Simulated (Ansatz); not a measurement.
`O=C=C=C=O` at its PBE0-D4/def2-TZVP geometry, where that method's forces vanish. Total charge 0; spin multiplicity 1.

```xyz
5

O     0.8838    2.2554    0.1533
C     0.4628    1.1819    0.0808
C    -0.0008    0.0002    0.0011
C    -0.4629   -1.1818   -0.0806
O    -0.8829   -2.2557   -0.1546
```

(1) What forces (eV/Å) does ωB97M-V/def2-TZVPP give on these atoms in Ansatz 0.2.0? (Estimate.)

Results:

(1) The calculation gave: 
```
O1  -0.040 -0.102 -0.007
C2   0.081  0.206  0.014
C3   0.000  0.000  0.000
C4  -0.080 -0.206 -0.014
O5   0.040  0.103  0.007
```
